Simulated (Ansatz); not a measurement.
## How far each method lies from UCCSDT(Q) for NH3, triplet

Geometry: that of the NH3, singlet, kept fixed. The singlet lies 7.0 eV lower here.

```xyz
4

N     0.0003   -0.0001   -0.0667
H     0.9385    0.0130    0.3137
H    -0.4826    0.8082    0.3055
H    -0.4607   -0.8202    0.3074
```

Basis cc-pVDZ; Ansatz 0.2.0. Only valence electrons are correlated (noble-gas cores frozen), which leaves 8 electrons in 28 orbitals. R marks a restricted (for open shells ROHF) determinant, U an unrestricted one. Active spaces: valence = (8e, 7o) chosen from the atoms' valence shells.

Full CI isn't at hand for all of this; UCCSDT(Q) serves as the reference, and is uncertain by the last step of the cluster series or more. The frozen core follows each run's orbitals, which can shift R against U totals by a few meV.

For open shells CISD is restricted-active-space CI with the open shells as a complete middle space.

- UHF ⟨S²⟩: 2.005
- T1 diagnostic (RCCSD): 0.0116
- largest doubles amplitude (RCCSD): 0.032
- T1 diagnostic (UCCSD): 0.0074

| level | E − E(RHF) (eV) |
| --- | --- |
| UHF | -0.1078 |
| RMP2 | -4.4399 |
| UMP2 | -4.4289 |
| RCCSD | -4.9769 |
| UCCSD | -4.9788 |
| RCCSD(T) | -5.0805 |
| UCCSD(T) | -5.0808 |

**Question.** Estimate how far UCCSDT(Q) in cc-pVDZ lies from RCCSD(T). The table doesn't fix it; the size of (T) and the diagnostics are the guide.

**Answer.** UCCSDT(Q) in cc-pVDZ lies 20 meV below RCCSD(T), which is 19 % of the (T) step (-104 meV). The diagnostics are small and one determinant leads, so the series closes fast and only a small part of (T) is left.

The other levels:

```tsv
level	E − E(UCCSDT(Q)) (meV)	share of correlation (%)	wall time
CISD	294	94.23	0.75 s
BCCD(T)	20	99.61	1.1 s
RCCSDT	7	99.86	–
UCCSDT	7	99.87	–
RCCSDT(Q)	0	99.99	7 s
CASSCF (valence space)	3884	23.85	–
NEVPT2 (valence space)	708	86.12	1.2 s
MRCISD (valence space)	169	96.69	–
MRCISD+Q (valence space)	5	99.91	2 s
MRCISD+Q(relaxed) (valence space)	-12	100.24	2.3 s
```

The correlation energy at UCCSDT(Q), counted from RHF, is -5.101 eV. That run took 7 s on 1 thread of Arm Neoverse N1, shared host.

Times hold each run's SCF and search for its determinant on a shared host, so for small cases they say little of a method's own cost; they ran on 1 thread of Arm Neoverse N1.

Natural occupations of CASSCF (valence space) about the gap: 1.996 1.981 1.981 1.003 1.000 0.020 0.020; effectively unpaired electrons, Σ n²(2−n)², 2.01.
